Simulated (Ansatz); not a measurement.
Task: Name a neutral molecule of C, N, O, S and H with HOMO energy (ωB97M-V/def2-TZVPP) between -10.85 and -10.55 eV and LUMO energy (PBE0/def2-TZVPP) between -2.35 and -2.05 eV (Ansatz, PBE0-D4/def2-TZVP geometry).

Result: `CN=S=O` (-10.69 eV, -2.30 eV). Other molecules can fit too; these were computed, each in one conformer that needn't be the lowest.
